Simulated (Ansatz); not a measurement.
**AlCCl+ (doublet): wave-function methods side by side, cc-pVDZ**

An exercise on one series of results from a longer session: the logs are not shown, and one member is left open.

Computed with Ansatz 0.2.0, Gaussian basis. Level: cc-pVDZ, core rule «outside noble gas», up to 11 orbitals frozen.

To be run: UHF; CCSD(T) on ROHF; CCSD(T) on UHF; BCCD(T) on ROHF; CISD as a restricted active space (open shells left free, so some higher excitations enter); CCSDT(Q) on ROHF; CCSDT(Q) on UHF.

10 further runs of the same task are left out: 5 that didn't finish, 5 set aside as unsound or not needed. Runs told in other sessions of the task aren't counted.

**The geometry**

The geometry is a PBE0/def2-TZVP stationary point (not a proven minimum) of the parent state, kept for this charge and spin.

3 atoms, charge 1, spin multiplicity 2.

Atoms are counted from 1 here; the program's logs count them from 0.

Bond lengths: Al1–C2 1.911 Å, C2–Cl3 1.634 Å. Angles: Al1–C2–Cl3 147.4°.

The first run:

Contents of in.yaml:

```yaml
crystal:
  periodic: [false, false, false]
  atoms:
    - {symbol: Al, position_ang: [0.000000, -0.084423, 1.918457]}
    - {symbol: C, position_ang: [0.000000, 0.414488, 0.073585]}
    - {symbol: Cl, position_ang: [0.000000, -0.076169, -1.484972]}
basis:
  gaussian: {orbitals: cc-pVDZ}
total_charge: 1
magnetization: {spin_polarized: true, initial_magnetization: 1}
hamiltonian: {xc: hf}
output: {orbitals: {seedname: orbitals}}
```

Launch:

```console
$ ansatz run in.yaml --threads 1 --pin off --events-out ev --progress --plain --max-ram 2393MiB
```

Among the steps run: UHF; CCSD(T) on ROHF; CCSD(T) on UHF; BCCD(T) on ROHF; CISD as a restricted active space (open shells left free, so some higher excitations enter); CCSDT(Q) on ROHF; CCSDT(Q) on UHF.

One table of the session follows, with a row left open; its other results are not shown here.

It belongs to the step «Misses and costs». 

| method | from RCCSDT(Q) (meV) |
| --- | --- |
| ROHF | +9055.6 |
| UHF | ? |
| RMP2 | +1526.7 |
| UMP2 | +1512.5 |
| CISD | +1467.4 |
| RCCSD | +485.9 |
| UCCSD | +511.3 |
| RCCSD(T) | +90.0 |
| UCCSD(T) | +152.4 |
| BCCD(T) | +107.3 |
| RCCSDT | +30.5 |
| UCCSDT | +45.5 |
| RCCSDT(Q) | 0 |
| UCCSDT(Q) | -16.1 |

**Question.** Estimate the row for UHF.

The run gave: from RCCSDT(Q) (meV): +8237.2. In the column «from RCCSDT(Q) (meV)» it lies between RMP2 (+1526.7) and ROHF (+9055.6).

Limits of these values: The determinant of HF (⟨S²⟩ 1.65) is far from a pure spin state, so its energy mixes those of several spin states; that is harmless only where they are near-degenerate. The determinant of CCSD(T) (⟨S²⟩ 1.65) is far from a pure spin state, so its energy mixes those of several spin states; high orders of coupled cluster remove much of that, low ones don't. The determinant of CCSDT(Q) (⟨S²⟩ 1.65) is far from a pure spin state, so its energy mixes those of several spin states; high orders of coupled cluster remove much of that, low ones don't. Restricted and unrestricted rows rest on different reference determinants; a gap between their highest levels can come from leftover correlation error, from unlike frozen cores or from another state.
